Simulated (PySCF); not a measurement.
# BC (quartet) at other levels of theory

What do other methods print for BC (quartet) when all else stays?

Computed with PySCF 2.14.0. Level: each script names its method and basis.

## (1) The starting structure

BC (quartet): 2 atoms, charge 0, spin multiplicity 4.

Bond lengths: B1–C2 1.373 Å.

## (2) The base run

The input, input.py:

```python
from pyscf import gto, dft

mol = gto.M(
    atom='B 0 0 0; C 0 0 1.373',
    basis='6-31g*',
    charge=0,
    spin=3,
    verbose=3,
)
mf = dft.UKS(mol, xc='bp86')
mf = mf.density_fit(auxbasis='def2-universal-jkfit')
mf.kernel()
mf.stability(internal=True, external=True)
mf.dip_moment()
print('orbital energies (hartree):', [e[max(0, n-3):n+3].round(4) for e, n in zip(mf.mo_energy, mol.nelec)])
```

Command:

```
$ OMP_NUM_THREADS=1 python input.py
```

## (3) SCF alone

Variant 1 changes step after the SCF: stability → none.

input.py: that of step 2 with these lines changed.

```diff
@@ -12,3 +12,2 @@
 mf.kernel()
-mf.stability(internal=True, external=True)
 mf.dip_moment()
```

## (4) Bhandhlyp

Variant 2 changes functional: bp86 → bhandhlyp.

input.py: that of step 2 with these lines changed.

```diff
@@ -9,3 +9,3 @@
 )
-mf = dft.UKS(mol, xc='bp86')
+mf = dft.UKS(mol, xc='bhandhlyp')
 mf = mf.density_fit(auxbasis='def2-universal-jkfit')
```

## (5) O3lyp

Variant 3 changes functional: bp86 → o3lyp.

input.py: that of step 2 with these lines changed.

```diff
@@ -9,3 +9,3 @@
 )
-mf = dft.UKS(mol, xc='bp86')
+mf = dft.UKS(mol, xc='o3lyp')
 mf = mf.density_fit(auxbasis='def2-universal-jkfit')
```

## (6) Revpbe

Variant 4 changes functional: bp86 → revpbe.

input.py: that of step 2 with these lines changed.

```diff
@@ -9,3 +9,3 @@
 )
-mf = dft.UKS(mol, xc='bp86')
+mf = dft.UKS(mol, xc='revpbe')
 mf = mf.density_fit(auxbasis='def2-universal-jkfit')
```

**Question.** What will these runs give? Wanted: for each run, E(SCF); from base; gap, α spin; dipole; after the SCF.

**Answer**, as computed:

```
      run  E(SCF) (hartree)  from base (eV)  gap, α spin (eV)  dipole (D)                 after the SCF
     base        -62.642899               0              5.19        1.06  unstable: UHF/UKS -> GHF/GKS
SCF alone        -62.642899          0.0000              5.19        1.06                           n/a
bhandhlyp        -62.620962  not comparable             10.36        1.70  unstable: UHF/UKS -> GHF/GKS
    o3lyp        -62.634709  not comparable              6.46        1.07  unstable: UHF/UKS -> GHF/GKS
   revpbe        -62.640656  not comparable              5.16        1.09  unstable: UHF/UKS -> GHF/GKS
```

In words: The α-spin gap between the frontier levels is 5.2 eV with revpbe (0 % exact exchange) and 10.4 eV with bhandhlyp (50 %): exact exchange opens it. Total energies of different functionals can't be compared with each other; differences within one functional can.
